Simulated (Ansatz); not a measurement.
Write a Python script for the Python package of Ansatz (0.2.0) that makes a composite energy at a relaxed geometry of CH₄O, SMILES CO. Settings (for the species named): PBE0, def2-SVP basis, multiplicity 1.

```tsv
atom	x (Å)	y (Å)	z (Å)
C	-0.0900	-0.2115	-0.2818
O	-0.1654	0.3133	1.0209
H	-0.8679	-0.9688	-0.3547
H	0.8813	-0.6796	-0.4743
H	-0.2714	0.5585	-1.0395
H	0.5133	0.9881	1.1293
```

`run_composite.py`:
```python
# -*- coding: utf-8 -*-
"""A composite energy for CH4O: DFT geometry, MP2 basis limit, coupled-cluster correction."""

import ansatz as az
from ase import Atoms
import numpy as np

config = {
    "basis_set": "def2-SVP",
    "functional": "PBE0",
}

atoms = Atoms(["C", "O", "H", "H", "H", "H"], positions=[
    (-0.08999, -0.21149, -0.28182),
    (-0.16536, 0.31331, 1.02089),
    (-0.86791, -0.96884, -0.35466),
    (0.88135, -0.67956, -0.47425),
    (-0.27144, 0.55847, -1.0395),
    (0.51334, 0.98812, 1.12934),
])
molecule = az.Crystal.molecule_from_ase(atoms)

calc = (
    molecule.calculation()
    .basis(gaussian=config["basis_set"])
    .functional(config["functional"])
)
symbols = [site.symbol for site in molecule.cartesian_sites]
start = np.array([site.position_ang for site in molecule.cartesian_sites], dtype=float)
rep = calc.relax(force_tolerance=0.01).run(threads=1).report
end = np.array(rep["positions_ang"])
print("final positions (A) and the move of each atom")
for symbol, xyz, old in zip(symbols, end, start):
    print(f"{symbol:2s} {xyz[0]:10.5f} {xyz[1]:10.5f} {xyz[2]:10.5f}   {np.linalg.norm(xyz - old):7.4f}")

minimum = az.Crystal.molecule()
for symbol, place in zip(symbols, end):
    minimum = minimum.atom(symbol, place.tolist())
at_minimum = minimum.calculation()
# MP2 extrapolated to the basis limit, plus the small-basis difference CCSD(T) - MP2
level = lambda method, basis: at_minimum.basis(gaussian=basis).correlation(method).run(threads=1).report
small, large, cluster = level("mp2", "cc-pVDZ"), level("mp2", "cc-pVTZ"), level("ccsd_t", "cc-pVDZ")
corr = lambda each: (each["free_energy_ev"] - each["reference_energy_ev"]) / 27.211386246
mp2_limit = (27 * corr(large) - 8 * corr(small)) / 19
pieces = {"HF / cc-pVTZ": large["reference_energy_ev"] / 27.211386246, "MP2 correlation, DZ-TZ limit": mp2_limit, "CCSD(T) - MP2 / cc-pVDZ": corr(cluster) - corr(small)}
for name, value in pieces.items():
    print(f"{name:32s} {value:14.6f} Ha")
print(f"{'sum':32s} {sum(pieces.values()):14.6f} Ha")
print("T1 diagnostic", round(cluster["correlation"]["coupled_cluster"]["t1_diagnostic"], 4))
```

```console
$ python run_composite.py
final positions (A) and the move of each atom
C    -0.08840   -0.20167   -0.26299    0.0213
O    -0.16687    0.31566    1.03264    0.0121
H    -0.86733   -0.97210   -0.36397    0.0099
H     0.88296   -0.68712   -0.48364    0.0122
H    -0.27325    0.55612   -1.05008    0.0110
H     0.51288    0.98912    1.12804    0.0017
HF / cc-pVTZ                        -115.088591 Ha
MP2 correlation, DZ-TZ limit          -0.465870 Ha
CCSD(T) - MP2 / cc-pVDZ               -0.032692 Ha
sum                                 -115.587153 Ha
T1 diagnostic 0.0078
```

Reading the output:
- Total energies depend on the basis set; only differences at equal settings carry meaning.
- The sum leaves out core correlation, relativity, the Hartree-Fock basis error and zero-point energy; a DZ-TZ extrapolation is rough.
- Inner cores stay frozen, so this is valence correlation.
- An extrapolation from small basis sets is rough.
- Run time: 6 s on 1 thread of Arm Neoverse V1 (shared host), peak memory 0.22 GiB.
